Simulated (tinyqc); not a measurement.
Inside a calculation. Method: RKS/PBE0 in the sto-3g basis, for H2O, spin multiplicity 1. One step of it, computed by the program tinyqc.

Task: Iteration 2: diagonalisation and new density. Diagonalise F' = X^T F X, C = X C', fill 5 alpha and 5 beta electrons from the bottom; D = 2 C_occ C_occ^T. Each column has its largest component positive (the first on a tie).

extrapolated F (hartree):
```
             1O 1s      1O 2s     1O 2px     1O 2py     1O 2pz      2H 1s      3H 1s
1O 1s   -23.443752  -5.584482   0.000000   0.001462  -0.036171  -0.914971  -0.975272
1O 2s    -5.584482  -2.979032   0.000000   0.006364  -0.107426  -0.820313  -0.864023
1O 2px    0.000000   0.000000  -1.225814   0.000000   0.000000   0.000000   0.000000
1O 2py    0.001462   0.006364   0.000000  -1.256059   0.001556  -0.297471   0.312744
1O 2pz   -0.036171  -0.107426   0.000000   0.001556  -1.238822  -0.305269  -0.317883
2H 1s    -0.914971  -0.820313   0.000000  -0.297471  -0.305269  -0.367892  -0.286520
3H 1s    -0.975272  -0.864023   0.000000   0.312744  -0.317883  -0.286520  -0.407222
```

X:
```
            1O 1s      1O 2s    1O 2px     1O 2py     1O 2pz      2H 1s      3H 1s
1O 1s    1.023641  -0.137015  0.000000   0.000338  -0.008421   0.018456   0.019219
1O 2s   -0.137015   1.160928  0.000000  -0.004365   0.082060  -0.215715  -0.230695
1O 2px   0.000000   0.000000  1.000000   0.000000   0.000000   0.000000   0.000000
1O 2py   0.000338  -0.004365  0.000000   1.066324  -0.002236  -0.166347   0.173162
1O 2pz  -0.008421   0.082060  0.000000  -0.002236   1.048446  -0.128720  -0.135838
2H 1s    0.018456  -0.215715  0.000000  -0.166347  -0.128720   1.132468  -0.083107
3H 1s    0.019219  -0.230695  0.000000   0.173162  -0.135838  -0.083107   1.144408
```

Give: F' = X^T F X; orbital energies; coefficients C; D after iteration 2.

Result:

F' = X^T F X (hartree):
```
         1       2       3       4       5       6       7
1  -23.119  -2.627   0.000   0.001  -0.039  -0.145  -0.162
2   -2.627  -1.993   0.000   0.003  -0.062  -0.278  -0.296
3    0.000   0.000  -1.226   0.000   0.000   0.000   0.000
4    0.001   0.003   0.000  -1.213   0.000  -0.163   0.170
5   -0.039  -0.062   0.000   0.000  -1.212  -0.131  -0.138
6   -0.145  -0.278   0.000  -0.163  -0.131  -0.046  -0.082
7   -0.162  -0.296   0.000   0.170  -0.138  -0.082  -0.057
```

orbital energies (hartree): MO1 -23.444, MO2 -1.776, MO3 -1.256, MO4 -1.226, MO5 -1.219, MO6 -0.019, MO7 0.074

coefficients C:
```
          MO1     MO2     MO3    MO4     MO5     MO6     MO7
1O 1s   1.000  -0.247  -0.003  0.000   0.044   0.072   0.000
1O 2s   0.002   1.055   0.015  0.000  -0.190  -0.568   0.008
1O 2px  0.000   0.000   0.000  1.000   0.000   0.000   0.000
1O 2py  0.000  -0.013   1.005  0.000   0.009   0.017  -0.428
1O 2pz  0.002   0.219  -0.006  0.000   0.986  -0.349   0.004
2H 1s   0.000  -0.057  -0.012  0.000  -0.010   0.767   0.888
3H 1s   0.000  -0.060   0.010  0.000  -0.008   0.809  -0.872
```

D after iteration 2:
```
         1O 1s   1O 2s  1O 2px  1O 2py  1O 2pz   2H 1s   3H 1s
1O 1s    2.124  -0.535   0.000   0.001  -0.017   0.027   0.028
1O 2s   -0.535   2.300   0.000  -0.002   0.086  -0.118  -0.123
1O 2px   0.000   0.000   2.000   0.000   0.000   0.000   0.000
1O 2py   0.001  -0.002   0.000   2.022   0.000  -0.023   0.022
1O 2pz  -0.017   0.086   0.000   0.000   2.038  -0.045  -0.042
2H 1s    0.027  -0.118   0.000  -0.023  -0.045   0.007   0.007
3H 1s    0.028  -0.123   0.000   0.022  -0.042   0.007   0.008
```
